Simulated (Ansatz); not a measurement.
# P₂+ (doublet): the correlation ladder at distance P1–P2 = 2.674 Å, 6-31G

Aim: climb from Hartree-Fock through coupled cluster and multireference methods for P₂+ (doublet) at one geometry and basis, and see what each rung misses.

Method: 6-31G, core rule «outside noble gas», up to 10 orbitals frozen; program: Ansatz 0.2.0, Gaussian basis.

The runs, in order: UHF; CCSD(T) on ROHF; CCSD(T) on UHF; BCCD(T) on ROHF; CISD as a restricted active space (open shells left free, so some higher excitations enter); CCSDT(Q) on ROHF; CCSDT(Q) on UHF; CISDTQ; CCSDTQ on ROHF; CCSDTQ on UHF; CASSCF and MRCISD+Q, 3 electrons in 3 orbitals; CASSCF and NEVPT2, 3 electrons in 3 orbitals; CASSCF and MRCISD+Q, 9 electrons in 8 orbitals; CASSCF and MRCISD+Q(relaxed), 9 electrons in 8 orbitals; CASSCF and NEVPT2, 9 electrons in 8 orbitals; Full CI.

35 further runs of the same task are left out: 8 for a known fault of the program, 22 that didn't finish, 5 set aside as unsound or not needed. Runs told in other sessions of the task aren't counted.

**1. What is computed**

The geometry derives from a PBE0/def2-TZVP stationary point (not a proven minimum). One bond is set to the value named and the two fragments are kept rigid.

2 atoms, charge 1, spin multiplicity 2.

Atoms are counted from 1 here; the program's logs count them from 0.

No contacts short enough for the rule that draws bonds.

**2. UHF**

File in.yaml:

```yaml
crystal:
  periodic: [false, false, false]
  atoms:
    - {symbol: P, position_ang: [0.000000, 0.000000, 0.000000]}
    - {symbol: P, position_ang: [0.000000, 0.000000, 2.674000]}
basis:
  gaussian: {orbitals: 6-31G}
total_charge: 1
magnetization: {spin_polarized: true, initial_magnetization: 1}
hamiltonian: {xc: hf}
output: {orbitals: {seedname: orbitals}}
```

The run is started by

```sh
$ ansatz run in.yaml --threads 1 --pin off --events-out ev --progress --plain --max-ram 2393MiB
```

After this run come: CCSD(T) on ROHF; CCSD(T) on UHF; BCCD(T) on ROHF; CISD as a restricted active space (open shells left free, so some higher excitations enter); CCSDT(Q) on ROHF; CCSDT(Q) on UHF; CISDTQ; CCSDTQ on ROHF; CCSDTQ on UHF; CASSCF and MRCISD+Q, 3 electrons in 3 orbitals; CASSCF and NEVPT2, 3 electrons in 3 orbitals; CASSCF and MRCISD+Q, 9 electrons in 8 orbitals; CASSCF and MRCISD+Q(relaxed), 9 electrons in 8 orbitals; CASSCF and NEVPT2, 9 electrons in 8 orbitals; Full CI.

Q: Predict the results of all the runs planned. Wanted: FCI from the RHF energy; RMP2 from FCI; UMP2 from FCI; RCCSD from FCI; RCCSD(T) from FCI; UCCSD(T) from FCI; RCCSDT(Q) from FCI; UCCSDT(Q) from FCI; NEVPT2 pair from FCI.

As calculated:

| quantity | value |
| --- | --- |
| FCI from the ROHF energy | -4.5535 eV |
| RMP2 from FCI | -191.0 meV |
| UMP2 from FCI | +1338.7 meV |
| RCCSD from FCI | +485.9 meV |
| RCCSD(T) from FCI | +189.7 meV |
| UCCSD(T) from FCI | +220.9 meV |
| RCCSDT(Q) from FCI | -30.5 meV |
| UCCSDT(Q) from FCI | +82.3 meV |
| NEVPT2 pair from FCI | +1221.7 meV |
| MRCISD+Q pair from FCI | +174.0 meV |
| NEVPT2 valence from FCI | +235.1 meV |
| levels within 1 kcal/mol (43 meV) | RCCSDT(Q), RCCSDTQ, UCCSDTQ, MRCISD valence, MRCISD+Q valence, MRCISD+Q(relaxed) valence |
| T1 diagnostic | 0.024 |
| effectively unpaired electrons | 2.04 |

RCCSD(T) lands +189.7 meV from the yardstick (4.2 % of the correlation energy). CCSD(T) misses by +189.7 meV on the restricted determinant and by +220.9 meV on the unrestricted one; the two need not hold the same state or core. RMP2, RCCSDT(Q) fall below full CI, which methods that aren't variational can do. The occupations show strong static correlation (2.0 unpaired electrons where one determinant has 1). Of the multireference levels listed MRCISD+Q(relaxed) valence comes nearest in total energy (-0.8 meV), which doesn't show that its space is the better one. Coupled cluster took another determinant than the lowest Hartree-Fock one. These misses are within one basis, not against nature; the frozen cores of restricted and unrestricted runs differ, which can shift their rows.

Levels on UHF freeze UHF's core orbitals, full CI those of ROHF, so the U rows can settle a little off it for that reason alone.

With open shells the CI space here admits some higher excitations, so it is larger than plain CISD.
